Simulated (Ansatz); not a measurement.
## Sb3Pd: from a trial structure to a relaxed crystal

These are results of DFT PBE, scalar-relativistic, plane waves, PAW in Ansatz, not measurements. Cutoff 420 eV, Γ-centred k mesh, Gaussian smearing, no spin polarisation in the final step.

The start puts Sb3Pd on the Cu3Au (L1_2) structure type (Pm-3m, No. 221), with Pd in place of Au, Sb in place of Cu, at a guessed volume.

```yaml
crystal:
  lattice:
    - [4.57297, 0.00000, 0.00000]
    - [0.00000, 4.57297, 0.00000]
    - [0.00000, 0.00000, 4.57297]
  atoms:
    - { symbol: Sb, position: [0.00000, 0.50000, 0.50000] }
    - { symbol: Sb, position: [0.50000, 0.00000, 0.50000] }
    - { symbol: Sb, position: [0.50000, 0.50000, 0.00000] }
    - { symbol: Pd, position: [0.00000, 0.00000, 0.00000] }
```

Cell and atoms relax at zero pressure; the relaxation can't lower the symmetry of the start.

Formation energies are uncorrected and refer to the elements' standard structures at the same level.

(1) Describe the relaxed structure.

(2) What are its volume, energy, density and gap?

Results:

(1) It keeps Pm-3m (No. 221). The result has the Cu3Au (L1_2) structure. Conventional cell: a = 4.581 Å. Sb is coordinated by 4 Pd at 3.24 Å and 8 Sb at 3.24 Å; Pd is coordinated by 12 Sb at 3.24 Å.

```
Sb Pd
1.0
     4.58104    0.00000    0.00000
     0.00000    4.58104    0.00000
     0.00000    0.00000    4.58104
Sb Pd
3 1
Direct
  0.00000 0.50000 0.50000
  0.50000 0.00000 0.50000
  0.50000 0.50000 0.00000
  0.00000 0.00000 0.00000
```

(2) The volume per atom is 24.03 Å³ and the density is 8.15 g/cm³. The energy over the elements is 0.16 eV/atom. The gap on the 10×10×10 mesh is 0 eV (a metal).

The final run used a 10×10×10 mesh on its 4-atom cell and 0.10 eV smearing. For metals, differences of a few meV/atom aren't resolved. Spin–orbit coupling is left out. Symmetry constrained the relaxation, so the result can be a saddle point.

Cost: 2 runs of about 0.74 core-minutes in all, on Intel Xeon Platinum 8259CL (Skylake/Cascade Lake) (shared hosts).